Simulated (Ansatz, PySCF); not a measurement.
C2H3, SMILES [CH]=C (connectivity only; charge and spin as stated), charge +1, multiplicity 1. Atoms are numbered in the order given.

```xyz
5

C      0.6418     0.0016     0.0000
C     -0.6098     0.0046     0.0000
H      1.7231    -0.0009    -0.0001
H     -1.1844     0.0057    -0.9393
H     -1.1844     0.0061     0.9394
```
Charge +1, spin multiplicity 1.

Coordinates come from a B3LYP-D3(BJ)/def2-TZVP optimisation. The spin state was assumed, not searched. The isomer is the one that the SMILES or the coordinates give; other isomers of the formula were not compared.

Two levels are set side by side: PBE-D3(BJ)/def2-TZVP (Ansatz, an electronic-structure program) and B3LYP-D3(BJ)/def2-TZVP (PySCF). Each level has its own optimised geometry; the coordinates shown are those of the second. Frequencies come from the Hessian of PySCF at each geometry. Differences are taken from unrounded values.

```json
[
 {"quantity": "mean bond length (Å)", "B3LYP-D3(BJ)": "1.134", "PBE-D3(BJ)": "1.142", "PBE-D3(BJ) minus B3LYP-D3(BJ)": "0.009"},
 {"quantity": "bond C1–C2 (Å)", "B3LYP-D3(BJ)": "1.252", "PBE-D3(BJ)": "1.257", "PBE-D3(BJ) minus B3LYP-D3(BJ)": "0.005"},
 {"quantity": "bond C1–H3 (Å)", "B3LYP-D3(BJ)": "1.081", "PBE-D3(BJ)": "1.090", "PBE-D3(BJ) minus B3LYP-D3(BJ)": "0.009"},
 {"quantity": "bond C2–H4 (Å)", "B3LYP-D3(BJ)": "1.101", "PBE-D3(BJ)": "1.112", "PBE-D3(BJ) minus B3LYP-D3(BJ)": "0.011"},
 {"quantity": "bond C2–H5 (Å)", "B3LYP-D3(BJ)": "1.101", "PBE-D3(BJ)": "1.112", "PBE-D3(BJ) minus B3LYP-D3(BJ)": "0.011"},
 {"quantity": "highest harmonic wavenumber (cm⁻¹)", "B3LYP-D3(BJ)": "3290", "PBE-D3(BJ)": "3223", "PBE-D3(BJ) minus B3LYP-D3(BJ)": "-67"},
 {"quantity": "mean harmonic wavenumber (cm⁻¹)", "B3LYP-D3(BJ)": "1687", "PBE-D3(BJ)": "1629", "PBE-D3(BJ) minus B3LYP-D3(BJ)": "-57"},
 {"quantity": "zero-point energy (kcal/mol)", "B3LYP-D3(BJ)": "21.70", "PBE-D3(BJ)": "20.96", "PBE-D3(BJ) minus B3LYP-D3(BJ)": "-0.74"}
]
```

GGA bonds tend to be longer and softer than those of functionals with exact exchange. Differences between two approximate levels are no errors against the true value.
